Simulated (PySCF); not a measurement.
# LiAl at other levels of theory

Starting from one script, swap the method and compare what comes out for LiAl.

Program: PySCF 2.14.0. Level of theory: each script names its method and basis. These are calculated values, not measurements.

3 further runs of the same task are left out: 3 that didn't finish.

### 1 Starting geometry

LiAl: 2 atoms, charge 0, spin multiplicity 1.

No contacts short enough for the rule that draws bonds.

### 2 Base script

input.py reads:

```python
from pyscf import gto, scf, cc

mol = gto.M(
    atom='Li 0 0 0; Al 0 0 2.604',
    basis='def2-svp',
    charge=0,
    spin=0,
    verbose=3,
)
mf = scf.RHF(mol)
mf.kernel()
mycc = cc.CCSD(mf)
mycc.kernel()
mycc.ccsd_t()
mf.dip_moment()
print('orbital energies (hartree):', mf.mo_energy[..., max(0, mol.nelec[1]-3):mol.nelec[0]+3].round(4))
```

Launch:

```sh
python input.py
```

### 3 Stability test

Run 1 changes step after the SCF: ccsd(t) → stability.

input.py: that of step 2 with these lines changed.

```diff
@@ -1,2 +1,2 @@
-from pyscf import gto, scf, cc
+from pyscf import gto, scf
 
@@ -11,5 +11,3 @@
 mf.kernel()
-mycc = cc.CCSD(mf)
-mycc.kernel()
-mycc.ccsd_t()
+mf.stability(internal=True, external=True)
 mf.dip_moment()
```

### 4 Pw6b95 (RKS)

Run 2 changes functional: none (Hartree–Fock) → pw6b95; SCF type: RHF → RKS; step after the SCF: ccsd(t) → analyze.

input.py reads:

```python
from pyscf import gto, dft

mol = gto.M(
    atom='Li 0 0 0; Al 0 0 2.604',
    basis='def2-svp',
    charge=0,
    spin=0,
    verbose=3,
)
mf = dft.RKS(mol, xc='pw6b95')
mf.kernel()
mf.analyze()
print('orbital energies (hartree):', mf.mo_energy[..., max(0, mol.nelec[1]-3):mol.nelec[0]+3].round(4))
```

### 5 Frequency run

Run 3 changes step after the SCF: ccsd(t) → frequency.

input.py: that of step 2 with these lines changed.

```diff
@@ -1,2 +1,3 @@
-from pyscf import gto, scf, cc
+from pyscf import gto, scf
+from pyscf.hessian import thermo
 
@@ -11,5 +12,4 @@
 mf.kernel()
-mycc = cc.CCSD(mf)
-mycc.kernel()
-mycc.ccsd_t()
+hess = mf.Hessian().kernel()
+print('wavenumber (cm^-1) =', thermo.harmonic_analysis(mol, hess)['freq_wavenumber'].round(1))
 mf.dip_moment()
```

### 6 Population analysis

Run 4 changes step after the SCF: ccsd(t) → analyze.

input.py reads:

```python
from pyscf import gto, scf

mol = gto.M(
    atom='Li 0 0 0; Al 0 0 2.604',
    basis='def2-svp',
    charge=0,
    spin=0,
    verbose=3,
)
mf = scf.RHF(mol)
mf.kernel()
mf.analyze()
print('orbital energies (hartree):', mf.mo_energy[..., max(0, mol.nelec[1]-3):mol.nelec[0]+3].round(4))
```

### 7 ROHF

Run 5 changes SCF type: RHF → ROHF.

input.py: that of step 2 with these lines changed.

```diff
@@ -9,3 +9,3 @@
 )
-mf = scf.RHF(mol)
+mf = scf.ROHF(mol)
 mf.kernel()
```

What does the calculation give? Wanted: for each run, E(SCF); from base; gap; SCF dipole; after the SCF.

**Answer**, as computed:

```
                run  E(SCF) (hartree)  from base (eV)  gap (eV)  SCF dipole (D)                  after the SCF
               base       -249.211177               0      5.24            4.44  CCSD(T) correlation -2.265 eV
     stability test       -249.211177          0.0000      5.24            4.44   unstable: RHF/RKS -> UHF/UKS
       pw6b95 (RKS)       -250.036137  not comparable      1.91            3.17                            n/a
      frequency run       -249.211177          0.0000      5.24            4.44          highest mode 456 cm⁻¹
population analysis       -249.211177          0.0000      5.24            4.44                            n/a
               ROHF       -249.211177          0.0000       n/a            4.44  CCSD(T) correlation -2.265 eV
```

**Reading.** With ROHF the SCF ends at the base energy. A lower total energy from another functional means nothing by itself.
